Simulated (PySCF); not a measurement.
# C2H3NOS (SMILES N#CC[SH]=O) at PBE/6-31G(d) (spherical functions)

Aim: the vertical singlet–triplet gap of C2H3NOS at PBE/6-31G* (spherical functions), from 2 runs. Input form: a Python script.

The calculation is run with PySCF 2.14.0.

### 1 Starting point

C2H3NOS has 8 atoms, charge 0, and is taken as a singlet. As SMILES, `N#CC[SH]=O`. The coordinates come from a GFN2-xTB relaxation. This is one conformer, not always the lowest.

Bond lengths: N1–C2 1.144 Å, C2–C3 1.425 Å, C3–S4 1.896 Å, S4–O5 1.454 Å, C3–H6 1.090 Å, C3–H7 1.091 Å, S4–H8 1.422 Å. Angles: N1–C2–C3 178.0°, C2–C3–S4 110.0°, C3–S4–O5 105.1°, C2–C3–H6 111.6°, C2–C3–H7 111.3°, S4–C3–H6 106.6°, S4–C3–H7 106.9°, C3–S4–H8 90.4°, O5–S4–H8 104.7°, H6–C3–H7 110.2°.

### 2 A single-point energy at PBE/6-31G(d) (spherical functions)

Contents of calc.py:

```python
from pyscf import gto, dft

mol = gto.M(
    atom='''
N        0.932450      -1.851000       1.458830
C        0.748540      -0.861860       0.913930
C        0.477980       0.349710       0.214740
S       -1.330310       0.381140      -0.355070
O       -1.345780       1.253420      -1.518770
H        1.090070       0.440190      -0.683220
H        0.622950       1.218710       0.857440
H       -1.195890      -0.930310      -0.887870
''',
    charge=0,
    max_memory=1860,
    basis='6-31g*',
    verbose=4,
    spin=0,
)

ks = dft.RKS(mol, xc='pbe')
ks.grids.level = 7
ks.conv_tol = 1e-10
ks.kernel()
if not ks.converged:
    ks = ks.newton().run(ks.mo_coeff, ks.mo_occ)

e_tot = ks.e_tot
print('Final energy', e_tot)
```

The run is started by

```sh
$ OMP_NUM_THREADS=1 python calc.py
```

Output:

```text
PySCF version 2.14.0

[INPUT] num. atoms = 8
[INPUT] num. electrons = 46
[INPUT] charge = 0
[INPUT] spin (= nelec alpha-beta = 2S) = 0
[INPUT] symmetry False subgroup None
[INPUT] Mole.unit = angstrom
[INPUT] Symbol           X                Y                Z      unit          X                Y                Z       unit  Magmom
[INPUT]  1 N      0.932450000000  -1.851000000000   1.458830000000 AA    1.762075124851  -3.497883056570   2.756789162299 Bohr   0.0
[INPUT]  2 C      0.748540000000  -0.861860000000   0.913930000000 AA    1.414535593282  -1.628679357718   1.727077397024 Bohr   0.0
[INPUT]  3 C      0.477980000000   0.349710000000   0.214740000000 AA    0.903251293020   0.660856123022   0.405799787989 Bohr   0.0
[INPUT]  4 S     -1.330310000000   0.381140000000  -0.355070000000 AA   -2.513921560770   0.720250215117  -0.670985055049 Bohr   0.0
[INPUT]  5 O     -1.345780000000   1.253420000000  -1.518770000000 AA   -2.543155623917   2.368620519052  -2.870059346206 Bohr   0.0
[INPUT]  6 H      1.090070000000   0.440190000000  -0.683220000000 AA    2.059933756605   0.831838542772  -1.291098682825 Bohr   0.0
[INPUT]  7 H      0.622950000000   1.218710000000   0.857440000000 AA    1.177204889298   2.303028125269   1.620326768247 Bohr   0.0
[INPUT]  8 H     -1.195890000000  -0.930310000000  -0.887870000000 AA   -2.259904575106  -1.758031110944  -1.677831134218 Bohr   0.0

nuclear repulsion = 204.991675233293
number of shells = 38
number of NR pGTOs = 171
number of NR cGTOs = 80
basis = 6-31g*
ecp = {}

******** <class 'pyscf.dft.rks.RKS'> ********
method = RKS
initial guess = minao
damping factor = 0
level_shift factor = 0
DIIS = <class 'pyscf.scf.diis.CDIIS'>
diis_start_cycle = 1
diis_space = 8
diis_damp = 0
SCF conv_tol = 1e-10
SCF conv_tol_grad = None
SCF max_cycles = 50
direct_scf = True
direct_scf_tol = 1e-13
XC library pyscf.dft.libxc version 7.0.0
    S. Lehtola, C. Steigemann, M. J.T. Oliveira, and M. A.L. Marques.,  SoftwareX 7, 1–5 (2018)
XC functionals = pbe
    J. P. Perdew, K. Burke, and M. Ernzerhof.,  Phys. Rev. Lett. 77, 3865 (1996)
    J. P. Perdew, K. Burke, and M. Ernzerhof.,  Phys. Rev. Lett. 78, 1396 (1997)
    J. P. Perdew, K. Burke, and M. Ernzerhof.,  Phys. Rev. Lett. 77, 3865 (1996)
    J. P. Perdew, K. Burke, and M. Ernzerhof.,  Phys. Rev. Lett. 78, 1396 (1997)
radial grids:
    Treutler-Ahlrichs [JCP 102, 346 (1995); DOI:10.1063/1.469408] (M4) radial grids

becke partition: Becke, JCP 88, 2547 (1988); DOI:10.1063/1.454033
pruning grids: <function nwchem_prune>
grids dens level: 7
symmetrized grids: False
atomic radii adjust function: <function treutler_atomic_radii_adjust>
small_rho_cutoff = 0
Set gradient conv threshold to 1e-05
Initial guess from minao.
tot grids = 580472
init E= -606.384263639572
  HOMO = -0.291831548930638  LUMO = -0.0860395424138463  gap/eV = 5.59989
cycle= 1 E= -605.429445841724  delta_E= 0.955  |g|= 1.03  |ddm|= 3.35
  HOMO = -0.11426561922687  LUMO = 0.00444255406052729  gap/eV = 3.23021
cycle= 2 E= -601.495943789783  delta_E= 3.93  |g|=  3.7  |ddm|= 6.94
  HOMO = -0.230328582665285  LUMO = -0.0393965591552718  gap/eV = 5.19552
cycle= 3 E= -605.6033397206  delta_E= -4.11  |g|= 0.422  |ddm|=  6.5
  HOMO = -0.205296484718082  LUMO = -0.0656016206235028  gap/eV = 3.80129
cycle= 4 E= -605.588875480932  delta_E= 0.0145  |g|= 0.535  |ddm|= 1.21
  HOMO = -0.230263834067111  LUMO = -0.0650598046880808  gap/eV = 4.49543
cycle= 5 E= -605.647543849582  delta_E= -0.0587  |g|= 0.209  |ddm|=  0.6
  HOMO = -0.224608412154017  LUMO = -0.0594398652443879  gap/eV = 4.49447
cycle= 6 E= -605.657124743052  delta_E= -0.00958  |g|= 0.0461  |ddm|= 0.188
  HOMO = -0.223040271386941  LUMO = -0.0573007303313835  gap/eV = 4.51000
cycle= 7 E= -605.657636373323  delta_E= -0.000512  |g|= 0.0152  |ddm|= 0.06
  HOMO = -0.223875851668002  LUMO = -0.0576857157948694  gap/eV = 4.52226
cycle= 8 E= -605.65769061886  delta_E= -5.42e-05  |g|= 0.00458  |ddm|= 0.0183
  HOMO = -0.224295788295066  LUMO = -0.0577752590539311  gap/eV = 4.53125
cycle= 9 E= -605.657695011713  delta_E= -4.39e-06  |g|= 0.00145  |ddm|= 0.00616
  HOMO = -0.224228012935443  LUMO = -0.0576841702539816  gap/eV = 4.53189
cycle= 10 E= -605.657695427218  delta_E= -4.16e-07  |g|= 0.000507  |ddm|= 0.00202
  HOMO = -0.224263857057767  LUMO = -0.0577212383732681  gap/eV = 4.53186
cycle= 11 E= -605.657695505814  delta_E= -7.86e-08  |g|= 9.54e-05  |ddm|= 0.000936
  HOMO = -0.224264618878692  LUMO = -0.0577164377562389  gap/eV = 4.53201
cycle= 12 E= -605.657695508642  delta_E= -2.83e-09  |g|= 2.36e-05  |ddm|= 0.000179
  HOMO = -0.224265237982373  LUMO = -0.0577159952032753  gap/eV = 4.53204
cycle= 13 E= -605.657695508773  delta_E= -1.32e-10  |g|= 1.13e-05  |ddm|= 4.34e-05
  HOMO = -0.224265738331166  LUMO = -0.0577164862504076  gap/eV = 4.53204
cycle= 14 E= -605.657695508804  delta_E= -3.06e-11  |g|= 2.58e-06  |ddm|= 1.2e-05
  HOMO = -0.22426542597767  LUMO = -0.0577165295917856  gap/eV = 4.53203
Extra cycle  E= -605.657695508788  delta_E= 1.59e-11  |g|= 8.21e-06  |ddm|= 1.25e-05
converged SCF energy = -605.657695508788
Final energy -605.6576955087882
```

Run time: 86 s. Hardware: 1 thread of Intel Xeon Platinum 8259CL at 2.50GHz (Skylake/Cascade Lake), shared host; peak memory 0.42 GiB.

### 3 The triplet, same level

Contents of input.py:

```python
from pyscf import gto, dft

mol = gto.Mole()
mol.atom = '''
N      1.762075    -3.497883     2.756789
C      1.414536    -1.628679     1.727077
C      0.903251     0.660856     0.405800
S     -2.513922     0.720250    -0.670985
O     -2.543156     2.368621    -2.870059
H      2.059934     0.831839    -1.291099
H      1.177205     2.303028     1.620327
H     -2.259905    -1.758031    -1.677831
'''
mol.spin = 2
mol.verbose = 3
mol.basis = '6-31g*'
mol.unit = 'bohr'
mol.max_memory = 1860
mol.charge = 0
mol.build()

ks = dft.UKS(mol, xc='pbe')
ks.conv_tol = 1e-10
ks.grids.level = 7
ks.kernel()
if not ks.converged:
    ks = ks.newton().run(ks.mo_coeff, ks.mo_occ)

e_final = ks.e_tot
print(f'total energy: {e_final:.8f} hartree')
```

The run is started by

```sh
$ OMP_NUM_THREADS=1 python input.py
```

Output:

```text
WARN: HOMO -0.0860396019096226 >= LUMO -0.291831549093687

WARN: HOMO -0.0434303867531032 >= LUMO -0.160132227869082

WARN: HOMO -0.0682117135804923 >= LUMO -0.230637124543226

WARN: HOMO -0.078609602331313 >= LUMO -0.216851032275202

WARN: HOMO -0.0744708664581517 >= LUMO -0.237470550079142

WARN: HOMO -0.0705479999116636 >= LUMO -0.23169781740011

WARN: HOMO -0.0747534063647399 >= LUMO -0.234836884645228

WARN: HOMO -0.0744652996002029 >= LUMO -0.234394492328933

WARN: HOMO -0.0741002457251345 >= LUMO -0.233608998569133

WARN: HOMO -0.0742088706209771 >= LUMO -0.233642724422772

WARN: HOMO -0.0742012293782577 >= LUMO -0.233613436671859

WARN: HOMO -0.0741917640703549 >= LUMO -0.233607843767244

WARN: HOMO -0.0741884929981831 >= LUMO -0.233600224347702

WARN: HOMO -0.0741803805485466 >= LUMO -0.233594937740383

WARN: HOMO -0.0741855262918576 >= LUMO -0.233599965871604

WARN: HOMO -0.0741843343611479 >= LUMO -0.233595825391214

WARN: HOMO -0.074184046052892 >= LUMO -0.233597336882463

WARN: HOMO -0.0741831997069515 >= LUMO -0.233596340302127

WARN: HOMO -0.0741838228227061 >= LUMO -0.233596970244887

converged SCF energy = -605.492266059102  <S^2> = 2.0034205  2S+1 = 3.0022794
total energy: -605.49226606 hartree
```

It took 3 min on 1 thread of Intel Xeon Platinum 8259CL at 2.50GHz (Skylake/Cascade Lake), shared host; peak memory 0.45 GiB.

### 4 Summary of results

Level: PBE/6-31G* (spherical functions).

| quantity | value |
| --- | --- |
| singlet: total energy | -605.65770 Eh |
| singlet: dipole moment | 1.17 D |
| singlet: HOMO energy | -6.10 eV |
| singlet: LUMO energy | -1.57 eV |
| singlet: HOMO–LUMO gap | 4.53 eV |
| triplet: total energy | -605.49227 Eh |
| triplet: dipole moment | 2.35 D |
| triplet: HOMO energy (highest over α and β) | -2.02 eV |
| triplet: ⟨S²⟩ | 2.003 |
| vertical energy of the triplet above the singlet | 4.502 eV |

In words: At this shape the triplet lies 4.50 eV (434 kJ/mol) above the singlet. Mulliken charges (singlet) run from -0.61 on C3 to +0.64 on S4; they depend strongly on the basis. Mulliken charges (triplet) run from -0.62 on C3 to +0.52 on S4; they depend strongly on the basis.
